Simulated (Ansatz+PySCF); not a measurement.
singlet CH2: levels of theory in one basis

```
atom   x (Å)    y (Å)    z (Å)
   C  0.0000   0.0000  -0.1653
   H  0.0000   0.7929   0.4958
   H  0.0000  -0.7929   0.4958
```

Basis set: def2-SVP (spherical functions). Correlated methods keep 1 orbital frozen. Charge 0, multiplicity 1.

Computed with Ansatz (development build ahead of 0.2.0); each method stands on the lowest determinant of its kind that the runs found. NEVPT2 correlates all electrons. Active spaces start from the frontier orbitals, and the lowest solution found is given.

```csv
method,E − E(RHF) (eV),<S²> of the determinant
RHF,0.00,0.00
UHF,-0.54,0.73
RHF-MP2,-2.92,–
UHF-MP2,-3.17,0.73
UHF-CCSD,-3.75,0.73
RHF-CCSD(T),-3.71,–
UHF-CCSD(T),-3.81,0.73
RHF-CCSDT(Q),-3.73,–
full CI (lowest root of this spin),-3.73,–
"SC-NEVPT2(6,6)",-3.24,–
```

What does CASSCF(6,6) give on the same scale?

-1.48 eV.

Is a single determinant a sound starting point here?

It is doubtful. Unrestricted orbitals lower Hartree–Fock by 0.54 eV and <S²> is 0.73 where a pure state has 0.00, a sign of strong static correlation. The CASSCF(6,6) natural occupations are 1.99, 1.98, 1.91, 0.09, 0.02, 0.02.

Caution: another spin multiplicity may lie lower. Caution for RHF, RHF-MP2, RHF-CCSD(T), RHF-CCSDT(Q): an unrestricted determinant lies well below. Caution for UHF, UHF-MP2, UHF-CCSD, UHF-CCSD(T): the unrestricted determinant is spin contaminated; the determinant breaks the point group.
